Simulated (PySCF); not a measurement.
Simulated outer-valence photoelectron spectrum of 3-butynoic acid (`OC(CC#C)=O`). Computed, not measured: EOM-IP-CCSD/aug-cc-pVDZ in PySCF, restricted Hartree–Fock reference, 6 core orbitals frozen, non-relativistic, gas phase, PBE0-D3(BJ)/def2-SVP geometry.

Each root has a Gaussian of 0.5 eV full width with its one-hole share as area; cross sections and vibrations are left out, and the highest printed point is 100.

| ionisation energy (eV) | intensity |
| --- | --- |
| 9.8 | 2 |
| 10.0 | 16 |
| 10.2 | 54 |
| 10.4 | 89 |
| 10.6 | 95 |
| 10.8 | 83 |
| 11.0 | 49 |
| 11.2 | 45 |
| 11.4 | 71 |
| 11.6 | 60 |
| 11.8 | 41 |
| 12.0 | 63 |
| 12.2 | 67 |
| 12.4 | 31 |
| 12.6 | 6 |
| 12.8 | 0 |
| 13.0 | 0 |
| 13.2 | 0 |
| 13.4 | 0 |
| 13.6 | 0 |
| 13.8 | 3 |
| 14.0 | 22 |
| 14.2 | 66 |
| 14.4 | 100 |
| 14.6 | 100 |
| 14.8 | 67 |
| 15.0 | 31 |
| 15.2 | 43 |
| 15.4 | 72 |
| 15.6 | 52 |
| 15.8 | 16 |
| 16.0 | 2 |
| 16.2 | 3 |
| 16.4 | 18 |
| 16.6 | 56 |
| 16.8 | 69 |
| 17.0 | 35 |
| 17.2 | 7 |
| 17.4 | 1 |

**Question.** Where are the maxima, and how many lines lie under the curve?

**Answer.** 6 maxima, at 10.6, 11.5, 12.1, 14.5, 15.4 and 16.8 eV, from 8 lines. At this width some lines have no maximum of their own.

**Question.** List the lines with their holes.

**Answer.** 
```
E (eV)  leading hole (HF orbital)  area  Koopmans (eV)
 10.37                       HOMO  0.96          10.80
 10.77                     HOMO-1  0.96          10.85
 11.45                     HOMO-2  0.95          12.99
 12.12                     HOMO-3  0.94          13.44
 14.33                     HOMO-4  0.95          16.12
 14.67                     HOMO-5  0.94          16.16
 15.43                     HOMO-6  0.95          17.09
 16.75                     HOMO-7  0.93          18.30
```

The widest gap, 2.21 eV, lies between 12.12 and 14.33 eV. Only orbitals with −ε under 21 eV, eight at most, were ionised, so the high end of the curve may lack lines.

The values belong to the conformer `[CH:1]#[C:2][CH2:3][C:4](=[O:5])[OH:6]`: C2–C3–C4–O5 -156°, H–O6–C4–C3 178°.
